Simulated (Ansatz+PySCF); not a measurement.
# singlet BF: levels of theory in one basis

| atom | x (Å) | y (Å) | z (Å) |
| --- | --- | --- | --- |
| B | 0.0000 | 0.0000 | -0.8768 |
| F | 0.0000 | 0.0000 | 0.4871 |

Basis set: def2-SVP (spherical functions). Left uncorrelated: 2 orbitals. Charge 0, multiplicity 1.

Computed with Ansatz (development build ahead of 0.2.0); each method stands on the lowest determinant of its kind that the runs found. NEVPT2 correlates all electrons. Active spaces start from the frontier orbitals, and the lowest solution found is given.

```json
{"method": "RHF", "E − E(RHF) (eV)": "0.00", "<S²> of the determinant": "0.00"}
{"method": "RHF-CCSD", "E − E(RHF) (eV)": "-7.24", "<S²> of the determinant": "–"}
{"method": "RHF-CCSD(T)", "E − E(RHF) (eV)": "-7.41", "<S²> of the determinant": "–"}
{"method": "CASSCF(10,8)", "E − E(RHF) (eV)": "-2.83", "<S²> of the determinant": "–"}
{"method": "SC-NEVPT2(10,8)", "E − E(RHF) (eV)": "-6.20", "<S²> of the determinant": "–"}
```

(1) What does RHF-MP2 give on the same scale?

(2) Is a single determinant a sound starting point here?

Results:

(1) -6.80 eV.

(2) By this sign, yes. Unrestricted orbitals gain 0.00 eV and <S²> is 0.00 against 0.00 for a pure state. The CASSCF(10,8) natural occupations are 2.00, 2.00, 1.98, 1.98, 1.98, 0.02, 0.02, 0.02.
